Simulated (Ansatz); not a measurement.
The same path of AlCl2H2 (5 atoms, charge 0, multiplicity 2) was run twice with different band settings. Lost on the way: Al1–Cl5.

Theory: UKS BLYP-D4/def2-SVP in Ansatz.

Relaxed end points:

```xyz
5
Properties=species:S:1:pos:R:3
Al 0.000 -0.148 0.717
Cl 0.000 1.761 2.022
H 1.413 -0.380 0.041
H -1.413 -0.380 0.041
Cl 0.000 -0.853 2.919
```

```xyz
5
Properties=species:S:1:pos:R:3
Al 0.000 -0.003 0.003
Cl 0.000 0.003 2.143
H 1.413 -0.005 -0.709
H -1.413 -0.005 -0.709
Cl 0.000 0.011 5.012
```

Common settings: climbing image yes; spring 5.0 eV/Å²; optimiser quadratic models (default); start path through a guess of the saddle point; force threshold 0.05 eV/Å; iteration limit 60; end points relaxed.

| run | movable images |
| --- | --- |
| 1 | 5 |
| 2 | 2 |

What does each run give, and how far can it be trusted?

Run 1: converged after 11 iterations, highest image 1.167 eV above the first end. The highest image is an end point: on this band no image between the ends rises above it. A vibrational analysis next to that end finds imaginary modes (79i, 56i cm⁻¹), so it isn't a minimum.
Run 2: converged after 11 iterations, highest image 1.167 eV above the first end. The highest image is an end point: on this band no image between the ends rises above it. So few images can step over the top or miss a turn of the path.
